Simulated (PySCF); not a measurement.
Values are calculated unless marked as measured or tabulated.
A vibrational averaging run on chlorocyclopropane, C3H5Cl, SMILES ClC1CC1. A sound run at B3LYP/pcSseg-1 gave B0 = 16449, 3779, 3508 MHz, harmonic ZPE 15770 cm⁻¹, lowest mode 323 cm⁻¹ and averaged shieldings 752.01, 135.01, 163.92, 163.92, 27.91, 30.14, 30.04, 30.15, 30.04 ppm.

Input of the run in question:

```
{"job": {"xc": "B3LYP", "basis": "pcSseg-1", "grid": 2, "temperatures": [500, 1000], "delta": 0.01, "kind": "iso"}, "charge": 0, "multiplicity": 1}
Cl     1.822970    -0.869515    -1.121658
C      0.652112    -0.443849     0.161808
C     -0.016954     0.893098     0.138542
C     -0.805107    -0.364378    -0.163380
H      0.964731    -0.867533     1.110436
H      0.209234     1.552499    -0.694905
H     -0.165519     1.400156     1.089423
H     -1.098394    -0.533767    -1.195825
H     -1.508826    -0.742737     0.574842
```

Command: OMP_NUM_THREADS=1 python ens_run.py task.json out

Output:

```
parent
  Be/MHz 16623.322 3803.233 3532.174
  B0/MHz 16229.775 3732.121 3475.627
  ZPE/cm-1 15770.0
  <sigma>(0 K)/ppm 653.190 117.771 176.951 176.032 26.472 30.422 30.173 30.387 30.178
2H at atom 6
  Be/MHz 15717.714 3668.209 3382.126
  B0/MHz 15350.336 3613.796 3338.416
  ZPE/cm-1 15063.1
  <sigma>(0 K)/ppm 662.796 119.724 175.078 173.834 26.684 30.246 30.268 30.203 30.142
```

What is doubtful here, and how much did it matter?

The setting at fault: displacement step far too small, numerical noise dominates. The isotope effects on the shieldings at 0 K read 9607, 1953, -1872, -2198, 212, -176, 95, -184, -36 ppb against 516, 120, 350, 136, 10, 11, 134, 6, 9 ppb in the sound run, and B0 − Be of the smallest constant -56.5 against -24.5 MHz.
